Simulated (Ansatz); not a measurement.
Relaxation of BFH5P (8 atoms, charge 0, multiplicity 1), to a largest force component of 0.03 eV/Å in at most 50 steps.

Level of theory: RKS r2SCAN-D4/6-31G* (Ansatz 0.2.0).

```xyz
8
Properties=species:S:1:pos:R:3
B 0.114 -0.525 -0.272
F -0.129 0.431 2.042
H 1.108 0.119 -0.417
H -0.955 -0.103 -0.597
P 0.215 -2.262 0.504
H -0.705 -3.026 -0.251
H 1.425 -2.800 0.006
H -0.168 -0.448 2.352
```

Task: Where does it end, and by what steps?

Result: It converged. After 8 steps the energy has fallen by 0.043 eV; F2 moved furthest, 0.30 Å.

```
step  energy less start (eV)  largest force component (eV/Å)  accepted
   0                  0.0000                           0.443       yes
   1                 -0.0167                           0.382       yes
   2                 -0.0053                           1.183        no
   3                 -0.0284                           0.404       yes
   4                 -0.0359                           0.265       yes
   5                 -0.0399                           0.197       yes
   6                 -0.0420                           0.072       yes
   7                 -0.0419                           0.088        no
   8                 -0.0426                           0.012       yes
```

```xyz
8
Properties=species:S:1:pos:R:3
B 0.099 -0.464 -0.107
F -0.153 0.324 1.768
H 1.109 0.128 -0.341
H -0.950 -0.082 -0.530
P 0.215 -2.257 0.584
H -0.715 -2.975 -0.204
H 1.408 -2.759 0.011
H -0.108 -0.531 2.186
```

The run took 28 s on 1 thread of Arm Neoverse V1 (shared host), peak memory 0.13 GiB.
